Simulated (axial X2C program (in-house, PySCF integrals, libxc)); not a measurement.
## AlC⁺ along the bond: HF, non-relativistic

Calculated with an in-house all-electron X2C program for linear molecules (integrals from PySCF). The Hamiltonian is the X2C one with the speed of light multiplied by 100, which is the non-relativistic limit. Basis: Al dyall-v3z [8s7p2d1f], C dyall-v3z [7s6p2d1f] (cores contracted in-house); Gaussian nuclei, density fitting, unrestricted open shells. Masses: Al 26.982 u, C 12.000 u.

State: M_S = 1, Λ = 0 (beyond evenly filled blocks: π+α, π-α). Dipoles are positive if C is the positive end and refer to the centre of mass.

Results along the bond:

| R (Å) | μ (D) | HOMO (eV) | LUMO (eV) | ⟨S²⟩ |
| --- | --- | --- | --- | --- |
| 1.698 | -2.496 | -17.30 | -6.79 | 2.887 |
| 1.776 | -2.742 | -17.41 | -6.90 | 2.871 |
| 1.835 | -2.914 | -17.48 | -6.98 | 2.855 |
| 1.893 | -3.065 | -17.54 | -7.05 | 2.834 |
| 1.952 | -3.182 | -17.58 | -7.11 | 2.807 |
| 2.020 | -3.255 | -17.61 | -7.16 | 2.765 |
| 2.089 | -3.236 | -17.55 | -7.16 | 2.707 |
| 2.176 | -3.070 | -17.51 | -7.10 | 2.603 |
| 2.284 | -2.781 | -17.35 | -6.93 | 2.447 |

The state is a single determinant with fixed occupations, the lowest that a limited PBE0 search found. The determinant is spin-polarised beyond a pure state at some levels (its spin-free form has ⟨S²⟩ too high), which makes Re and μ there less reliable. The stretched end of a curve changes character and is left out.
